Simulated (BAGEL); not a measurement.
**UHF/STO-3G (density fitting with qzvpp-jkfit) run of SiH2ClO (SMILES O[SiH]Cl)**

Aim: the vertical doublet–quartet gap of SiH2ClO at UHF/STO-3G (density fitting with qzvpp-jkfit), from 2 runs. 

The results are computed with BAGEL 1.2.2.

19 further runs of the same task are left out: 2 that didn't finish, 17 set aside as unsound or not needed.

## Step 1: The molecule

SiH2ClO: 5 atoms, total charge 0, spin state doublet. As SMILES, `O[SiH]Cl`. The shape is that of a PBE0-D4/def2-TZVP optimisation. This is one conformer, not always the lowest.

Bond lengths: O1–Si2 1.639 Å, Si2–Cl3 2.065 Å, O1–H4 0.959 Å, Si2–H5 1.488 Å. Angles: O1–Si2–Cl3 111.1°, O1–Si2–H5 105.3°, Cl3–Si2–H5 108.3°, Si2–O1–H4 118.3°.

## Step 2: A single-point energy at UHF/STO-3G (density fitting with qzvpp-jkfit)

input.json

```json
{ "bagel": [

{
  "title": "molecule",
  "basis": "sto-3g",
  "df_basis": "qzvpp-jkfit",
  "angstrom": true,
  "geometry": [
    { "atom": "O", "xyz": [   -0.806100,   -0.432000,   -0.746500 ] },
    { "atom": "Si", "xyz": [   -0.092300,    0.479800,    0.414000 ] },
    { "atom": "Cl", "xyz": [    1.606600,   -0.440800,    1.143600 ] },
    { "atom": "H", "xyz": [   -1.024100,   -1.343200,   -0.540000 ] },
    { "atom": "H", "xyz": [    0.316000,    1.736300,   -0.271100 ] }
  ]
},
{ "title": "uhf", "nopen": 1 },
{ "title": "print", "file": "orbitals.molden", "orbitals": true }

]}
```

Launch:

```bash
$ BAGEL_NUM_THREADS=1 BAGEL input.json > input.out
```

Log:

```text
* using 1 threads per process

  ===============================================================
  ===============================================================

  *** Geometry ***

  { "atom" : "O", "xyz" : [     -1.523308,     -0.816362,     -1.410681 ] },
  { "atom" : "Si", "xyz" : [     -0.174422,      0.906691,      0.782347 ] },
  { "atom" : "Cl", "xyz" : [      3.036034,     -0.832991,      2.161091 ] },
  { "atom" : "H", "xyz" : [     -1.935269,     -2.538280,     -1.020452 ] },
  { "atom" : "H", "xyz" : [      0.597153,      3.281131,     -0.512305 ] },

  Number of auxiliary basis functions:      369

  Since a DF basis is specified, we compute 2- and 3-index integrals:
    o Being stored without compression. Storage requirement is 0.002 GB

  Number of basis functions:       25
  Number of electrons      :       41

    * METHOD: MOLECULE                             0.10

  *** Open-shell HF ***

  === Nuclear Repulsion ===
   141.0093849227

      * DIIS with orbital gradients will be used.

  === UHF iteration (sto-3g) ===
      0       -815.13919293          0.03065190           0.04
      1       -815.20018158          0.00905846           0.03
      2       -815.20634978          0.00329614           0.02
      3       -815.20720046          0.00097005           0.02
      4       -815.20751603          0.00024061           0.03
      5       -815.20756195          0.00004993           0.03
      6       -815.20756859          0.00001886           0.03
      7       -815.20757024          0.00000920           0.02
      8       -815.20757058          0.00000331           0.02
      9       -815.20757060          0.00000096           0.02
     10       -815.20757060          0.00000036           0.03
     11       -815.20757060          0.00000012           0.02
     12       -815.20757060          0.00000006           0.02
     13       -815.20757060          0.00000004           0.03
     14       -815.20757060          0.00000001           0.02
    * SCF iteration converged.

    * S^2 (UHF) is 0.7534

    * Permanent dipole moment:
           (    1.094996,    -0.199831,    -0.087627) a.u.

    * METHOD: UHF                                  0.51

    * METHOD: PRINT                                0.00

  ===============================================================
```

Wall time 1.7 s (1 thread of Intel Xeon Platinum 8488C (Sapphire Rapids), shared host); peak memory 0.08 GiB.

## Step 3: The quartet at the same level

hf.json

```json
{ "bagel" : [

{
  "title" : "molecule",
  "basis" : "sto-3g",
  "df_basis" : "qzvpp-jkfit",
  "angstrom" : true,
  "geometry" : [
    { "atom" : "O", "xyz" : [      -0.806100,      -0.432000,      -0.746500 ] },
    { "atom" : "Si", "xyz" : [      -0.092300,       0.479800,       0.414000 ] },
    { "atom" : "Cl", "xyz" : [       1.606600,      -0.440800,       1.143600 ] },
    { "atom" : "H", "xyz" : [      -1.024100,      -1.343200,      -0.540000 ] },
    { "atom" : "H", "xyz" : [       0.316000,       1.736300,      -0.271100 ] }
  ]
},

{ "title" : "uhf", "charge" : 0, "nopen" : 3 },

{ "title" : "print", "file" : "orbitals.molden", "orbitals" : true }

]}
```

Launch:

```bash
$ BAGEL_NUM_THREADS=1 BAGEL hf.json > hf.out
```

Log:

```text
* using 1 threads per process

  ===============================================================
  ===============================================================

  *** Geometry ***

  { "atom" : "O", "xyz" : [     -1.523308,     -0.816362,     -1.410681 ] },
  { "atom" : "Si", "xyz" : [     -0.174422,      0.906691,      0.782347 ] },
  { "atom" : "Cl", "xyz" : [      3.036034,     -0.832991,      2.161091 ] },
  { "atom" : "H", "xyz" : [     -1.935269,     -2.538280,     -1.020452 ] },
  { "atom" : "H", "xyz" : [      0.597153,      3.281131,     -0.512305 ] },

  Number of auxiliary basis functions:      369

  Since a DF basis is specified, we compute 2- and 3-index integrals:
    o Being stored without compression. Storage requirement is 0.002 GB

  Number of basis functions:       25
  Number of electrons      :       41

    * METHOD: MOLECULE                             0.09

  *** Open-shell HF ***

  === Nuclear Repulsion ===
   141.0093849227

      * DIIS with orbital gradients will be used.

  === UHF iteration (sto-3g) ===
      0       -814.79576330          0.02128737           0.03
      1       -814.84707823          0.00688534           0.03
      2       -814.85559645          0.00287094           0.03
      3       -814.85980683          0.00183707           0.03
      4       -814.86305404          0.00131152           0.03
      5       -814.86691659          0.00086597           0.03
      6       -814.86908173          0.00068766           0.02
      7       -814.87111056          0.00046208           0.02
      8       -814.87171627          0.00035367           0.03
      9       -814.87235420          0.00028107           0.02
     10       -814.87242650          0.00018330           0.03
     11       -814.87250591          0.00014859           0.03
     12       -814.87253234          0.00010887           0.03
     13       -814.87254161          0.00009159           0.03
     14       -814.87255376          0.00004214           0.03
     15       -814.87255567          0.00001943           0.03
     16       -814.87255589          0.00000949           0.03
     17       -814.87255593          0.00000619           0.04
     18       -814.87255599          0.00000473           0.03
     19       -814.87255609          0.00000206           0.03
     20       -814.87255610          0.00000113           0.03
     21       -814.87255611          0.00000035           0.03
     22       -814.87255611          0.00000009           0.03
     23       -814.87255611          0.00000004           0.03
     24       -814.87255611          0.00000002           0.03
     25       -814.87255611          0.00000001           0.03
    * SCF iteration converged.

    * S^2 (UHF) is 3.7549

    * Permanent dipole moment:
           (    2.051736,     0.129551,     0.715819) a.u.

    * METHOD: UHF                                  0.89

    * METHOD: PRINT                                0.00

  ===============================================================
```

It took 2.2 s on 1 thread of Intel Xeon Platinum 8488C (Sapphire Rapids), shared host; peak memory 0.08 GiB.

## Step 4: Results

Level: UHF/STO-3G (density fitting with qzvpp-jkfit).

| quantity | value |
| --- | --- |
| doublet: total energy | -815.20757 Eh |
| doublet: dipole moment | 2.84 D |
| doublet: ⟨S²⟩ | 0.753 |
| quartet: total energy | -814.87256 Eh |
| quartet: dipole moment | 5.53 D |
| quartet: ⟨S²⟩ | 3.755 |
| vertical energy of the quartet above the doublet | 9.116 eV |

At this shape the quartet lies 9.12 eV (210 kcal/mol) above the doublet. In a minimal basis such a difference can be off by several eV, whatever the method.
